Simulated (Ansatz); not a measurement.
## Stretch profile

AlSiH₄ (SMILES [AlH2][SiH2]), doublet, at its PBE0-D4/def2-TZVP minimum:

| atom | x (Å) | y (Å) | z (Å) |
| --- | --- | --- | --- |
| Al1 | -0.2542 | -1.1914 | -0.0712 |
| Si2 | 0.2424 | 1.1261 | 0.0686 |
| H3 | -0.9811 | -1.8861 | 1.1530 |
| H4 | 0.1568 | -1.9755 | -1.3848 |
| H5 | 0.9120 | 1.9242 | -0.9920 |
| H6 | -0.0760 | 2.0027 | 1.2264 |

The bond length Si2–H6 (1.487 Å at the minimum) is set to the values below, the two halves moving rigidly along the bond. Each method's energies count from its own value at the PBE0-D4 minimum structure. 1 of 9 computed points, where the reference changed state or T1 grew large, are left out. Program: Ansatz 0.2.0. Basis: def2-TZVPP. Cores are frozen in the correlated methods; orbitals are unrestricted. B3LYP uses VWN-RPA correlation.

| bond length (Å) | CCSD(T) (eV) | PBE-D4 (eV) | wB97M-V (eV) | MP2 (eV) |
| --- | --- | --- | --- | --- |
| 1.219 | 0.944 | 0.999 | 0.912 | 0.924 |
| 1.282 | 0.491 | 0.536 | 0.468 | 0.473 |
| 1.374 | 0.123 | 0.150 | 0.112 | 0.112 |
| 1.481 | 0.000 | 0.001 | -0.001 | -0.001 |
| 1.599 | 0.104 | 0.074 | 0.114 | 0.120 |
| 1.727 | 0.383 | 0.318 | 0.404 | 0.422 |
| 1.863 | 0.774 | 0.668 | 0.811 | 0.848 |
| 2.006 | 1.223 | 1.088 | 1.284 | 1.361 |

Minimum and curvature along this coordinate at CCSD(T): A fifth-order fit through the nearest points gives 1.482 Å, with a curvature of about 18 eV/Å².

Question: Treat the two halves as rigid bodies and work out the harmonic wavenumber of this stretch from that curvature (ν̃ = 521.5 √(k/μ) cm⁻¹ with k in eV/Å² and μ in u).

Answer: The halves weigh 58.09 and 1.01 u, so μ = 58.09 × 1.01/59.10 = 0.993 u and ν̃ = 521.5 √(18/0.993) ≈ 2200 cm⁻¹. A true normal mode mixes in other motions, so this is a guide only.

Largest difference from the CCSD(T) curve over the scan: r2SCAN-D4 0.027; PBE0-D4 0.022; B3LYP-D4 0.031; HF 0.154 eV. Each curve counts from its own value at the minimum.

T1 diagnostic: at most 0.024. ⟨S²⟩ of the unrestricted Hartree–Fock references: 0.77 to 0.80 (a pure state has 0.75). The unrestricted reference is spin-contaminated, which hurts MP2 most.

For scale, one of the runs: CCSD(T)/def2-TZVPP, 140 basis functions (an equivalent command: `ansatz run in.yaml --threads 2`). The run took 14 s on 2 CPU threads (shared host), with 1.5 GiB of host memory at its peak.
